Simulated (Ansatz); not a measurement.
# C₂H₆B radical: one species, many methods

One table from this session's results is given with a row withheld; the runs are named, their logs left out.

Computed with Ansatz 0.2.0, Gaussian basis. Level: functionals in def2-TZVPP, the program's frozen cores in correlated methods.

Levels to be run: LDA (SPW92), PBE-D4, revPBE-D4, BLYP-D4, r2SCAN-D4, B97M-V, PBE0-D4, B3LYP-D4, r2SCANh-D4, r2SCAN0-D4, HSE06-D4, BHLYP-D4, CAM-B3LYP-D4, LC-ωPBE, ωB97X-V, ωB97M-V, B2PLYP, PBE-QIDH; CCSD(T)/def2-SVP; CCSD(T)/def2-TZVPP; MP2/def2-QZVPP; extrapolation to the limit; RPA on PBE.

## The relaxed structure

All runs share one geometry, relaxed beforehand with PBE0-D4 in a triple-zeta def2 set.

SMILES `[BH]CC`, 9 atoms, charge 0, spin multiplicity 2.

Atoms are counted from 1 here; the program's logs count them from 0.

Bond lengths: B1–C2 1.537 Å, B1–H4 1.197 Å, C2–C3 1.524 Å, C2–H5 1.103 Å, C2–H6 1.103 Å, C3–H7 1.093 Å, C3–H8 1.092 Å, C3–H9 1.092 Å. Angles: C2–B1–H4 127.6°, B1–C2–C3 119.1°, B1–C2–H5 105.7°, B1–C2–H6 105.7°, C3–C2–H5 110.9°, C3–C2–H6 110.9°, H5–C2–H6 103.0°, C2–C3–H7 111.8°, C2–C3–H8 110.9°, C2–C3–H9 110.9°, H7–C3–H8 107.9°, H7–C3–H9 107.9°, H8–C3–H9 107.2°.

Set-up of the first run:

File in.yaml:

```yaml
crystal:
  periodic: [false, false, false]
  atoms:
    - {symbol: B, position_ang: [-1.415273, 0.517265, -0.623576]}
    - {symbol: C, position_ang: [0.077538, 0.346918, -0.300611]}
    - {symbol: C, position_ang: [0.504747, -0.731530, 0.688582]}
    - {symbol: H, position_ang: [-1.915586, 1.307188, -1.370259]}
    - {symbol: H, position_ang: [0.580738, 0.211019, -1.273220]}
    - {symbol: H, position_ang: [0.428610, 1.341244, 0.024529]}
    - {symbol: H, position_ang: [1.588346, -0.746241, 0.828802]}
    - {symbol: H, position_ang: [0.197329, -1.721039, 0.344082]}
    - {symbol: H, position_ang: [0.042154, -0.571025, 1.664571]}
basis:
  gaussian: {orbitals: def2-TZVPP}
magnetization: {spin_polarized: true, initial_magnetization: 1}
hamiltonian: {xc: lda}
output: {orbitals: {seedname: orbitals}}
```

Among the steps run: LDA; PBE-D4 (GGA); revPBE-D4 (GGA); BLYP-D4 (GGA); r2SCAN-D4 (meta-GGA); B97M-V (meta-GGA); PBE0-D4 (hybrid); B3LYP-D4 (hybrid); r2SCANh-D4 (hybrid); r2SCAN0-D4 (hybrid); HSE06-D4 (hybrid); BHLYP-D4 (hybrid); CAM-B3LYP-D4 (range-separated); LC-ωPBE-D4 (range-separated; the results give it without D4); ωB97X-V (range-separated); ωB97M-V (range-separated); B2PLYP (double hybrid); PBE-QIDH (double hybrid).

One of the session's tables, all rows but one given; the rest of the session is left out.

It belongs to the step «Frontier levels by functional». 

| functional | HOMO (eV) | LUMO (eV) | gap (eV) |
| --- | --- | --- | --- |
| LDA (SPW92) | -4.17 | -2.85 | 1.32 |
| PBE-D4 | -4.23 | -2.58 | 1.65 |
| revPBE-D4 | -4.21 | -2.48 | 1.73 |
| BLYP-D4 | -4.07 | -2.37 | 1.70 |
| r2SCAN-D4 | ? | ? | ? |
| B97M-V | -4.25 | -2.36 | 1.89 |
| PBE0-D4 | -5.44 | -1.52 | 3.91 |
| B3LYP-D4 | -5.18 | -1.70 | 3.48 |
| r2SCANh-D4 | -5.02 | -1.86 | 3.17 |
| r2SCAN0-D4 | -5.70 | -1.32 | 4.38 |
| HSE06-D4 | -5.03 | -1.91 | 3.12 |
| BHLYP-D4 | -6.50 | -0.35 | 6.15 |
| CAM-B3LYP-D4 | -6.75 | -0.32 | 6.43 |
| LC-ωPBE | -8.23 | 0.83 | 9.07 |
| ωB97X-V | -7.67 | 0.71 | 8.38 |
| ωB97M-V | -7.33 | 0.48 | 7.81 |

Estimate the missing values for r2SCAN-D4.

Worked estimate for «HOMO (eV)». Against the share of exact exchange, r2SCANh-D4 (0.1, -5.02), r2SCAN0-D4 (0.25, -5.70) give a slope of -4.53 per unit share; at 0 the line stands at -4.57.

**Answer.** HOMO (eV): -4.58; LUMO (eV): -2.23; gap (eV): 2.35. In «HOMO (eV)» the line misses by +0.01.
